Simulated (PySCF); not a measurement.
Species: tetramethylammonium, C₄H₁₂N (charge +1).
Structure used (PBE0-D3(BJ)/def2-SVP), in Å, numbered top down from 1:
```
atom  x, y, z in Å
C1    -0.1766   -0.6762   -1.3190
N2    -0.0007    0.0014   -0.0013
C3    -0.0283    1.4808   -0.1949
C4    -1.1067   -0.4010    0.9160
C5     1.3086   -0.3979    0.5932
H6    -1.1333   -0.3659   -1.7565
H7    -0.1710   -1.7625   -1.1671
H8     0.6477   -0.3886   -1.9829
H9     0.1141    1.9719    0.7754
H10   -0.9978    1.7686   -0.6195
H11    0.7787    1.7677   -0.8802
H12   -2.0669   -0.1323    0.4589
H13   -1.0616   -1.4848    1.0782
H14   -0.9888    0.1241    1.8717
H15    1.3269   -1.4871    0.7210
H16    2.1173   -0.0876   -0.0796
H17    1.4244    0.0936    1.5669
```

Theory: core-valence-separated Tamm–Dancoff BHandHLYP/aug-pcX-1 (pcseg-1 on H) in PySCF, non-relativistic, gas phase, PBE0-D3(BJ)/def2-SVP geometry. BHandHLYP without relativity tends to put these K edges a few eV too low, so spacings mean more than positions.

The lowest roots of each edge with f over 0.003 (five at most, numbered afresh; weaker and dark ones are left out), with transition dipoles (au) in the frame of the coordinates:

| root | edge | E (eV) | μx | μy | μz |
| --- | --- | --- | --- | --- | --- |
| 1 | C | 286.43 | -0.0860 | 0.0429 | -0.0367 |
| 2 | C | 286.43 | -0.0516 | -0.0872 | 0.0188 |
| 3 | C | 286.43 | -0.0231 | 0.0342 | 0.0943 |
| 4 | C | 287.99 | -0.0453 | -0.0469 | -0.1048 |
| 5 | C | 287.99 | 0.1141 | -0.0342 | -0.0344 |
| 6 | N | 404.39 | 0.0372 | -0.0530 | 0.0391 |
| 7 | N | 404.39 | -0.0371 | 0.0202 | 0.0628 |
| 8 | N | 404.39 | -0.0544 | -0.0501 | -0.0160 |

Question: What are the oscillator strengths?

Answer: f = (2/3) ΔE |μ|², with ΔE in hartree (27.2114 eV):

```csv
root,ΔE (Eh),|μ|² (au),f,core hole on
1,10.5259,0.010589,0.074,C1/C3/C4/C5
2,10.5259,0.010615,0.074,C1/C3/C4/C5
3,10.5259,0.010598,0.074,C1/C3/C4/C5
4,10.5834,0.015236,0.107,C1/C3/C4/C5
5,10.5834,0.015361,0.108,C1/C3/C4/C5
6,14.8611,0.005725,0.057,N2
7,14.8611,0.005726,0.057,N2
8,14.8612,0.005727,0.057,N2
```

Question: Molecules are fixed in this frame and the field points along y. What effective strengths 3 f cos²θ do the roots have (θ between field and μ)?

Answer: root 1 (C1/C3/C4/C5): 0.039, root 2 (C1/C3/C4/C5): 0.160, root 3 (C1/C3/C4/C5): 0.025, root 4 (C1/C3/C4/C5): 0.047, root 5 (C1/C3/C4/C5): 0.025, root 6 (N2): 0.083, root 7 (N2): 0.012, root 8 (N2): 0.075. Root 2 is the strongest. Averaged over all orientations cos²θ is 1/3, which gives f back. For degenerate partners only the sum has meaning, as the program may mix them freely.

